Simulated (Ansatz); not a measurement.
A made-up structure of C$_{3}$H, doublet:

```
4
angstrom
C 0.9622 -0.2946 0.4414
C -0.2583 -0.2366 1.0419
C -0.1313 0.0991 -0.2766
H -0.7829 -0.3536 1.9555
```

It is relaxed with PBE-D4/def2-SVP and then PBE0-D4/def2-TZVP (Ansatz 0.2.0). Atoms count as bonded within 1.22 times the sum of their covalent radii (H–H: 0.88 Å). The end point is not checked to be a true minimum.

Does its bonding change? (A judgement: the text doesn't fix the answer.)

The calculation gives: No: no bond forms or breaks.

Where it ends: The first stage lowers the energy by 0.07 eV in 4 steps. It ends as C₃H ([C]1[C][CH]1):
```
4
angstrom
C 0.9755 -0.2930 0.4144
C -0.2283 -0.2326 1.0577
C -0.1386 0.0940 -0.2659
H -0.8190 -0.3541 1.9560
```

Labels in which every atom is bracketed show which atoms are joined, not bond orders.

For scale, one of the runs: PBE0-D4/def2-TZVP relaxation, 99 basis functions, launched by `ansatz run in.yaml --threads 2 --pin off --events-out ev --progress --plain --max-ram 4352MiB`. Hardware: 2 CPU threads of an Arm Neoverse V2, shared host. Wall time about 8 s.
